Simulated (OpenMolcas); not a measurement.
PH2 (SMILES [PH2]): methods side by side

The species is PH2 (3 atoms), meant as a doublet with charge 0. SMILES: `[PH2]`. The coordinates come from a PBE0-D4/def2-TZVP relaxation.

```xyz
3

P     0.5257   -0.3094    0.2582
H     0.1146    1.0515    0.1767
H    -0.6404   -0.7421   -0.4350
```

Quantity: the energy change with the P1–H2 bond stretched from 1.424 to 3.560 Å, in eV. The values are calculated.

| level | kind | program | value (eV) | less FCI/3-21G | CPU time (all runs) |
| --- | --- | --- | --- | --- | --- |
| UHF/3-21G | Hartree–Fock | OpenMolcas | 1.90 | -0.64 | 3.2 s |
| U-r2SCAN/3-21G | meta-GGA | OpenMolcas | 3.06 | +0.52 | 11 s |
| UB3LYP/3-21G | global hybrid | OpenMolcas | 3.12 | +0.58 | 8.9 s |
| MRCI(7,6)/3-21G | multireference | OpenMolcas | 2.54 | 0.00 | 3.8 s |
| FCI/3-21G | exact in the basis | OpenMolcas | 2.54 | 0.00 | 8 s |

FCI/3-21G is exact within its basis and frozen core, so for wave-function methods in that basis the difference is their error; functionals converge differently with the basis, so for them it is only a difference. The first shape isn't each level's own minimum. The values span 1.90 to 3.12 eV. Spin contamination of the reference (⟨S²⟩ at least 0.1 too high) touches UHF/3-21G, U-r2SCAN/3-21G, UB3LYP/3-21G. All rows use very small basis sets, so even the best lies far from the true value. CPU times are rough (shared hosts, several kinds of processor): they show what a rung costs within a factor of a few.
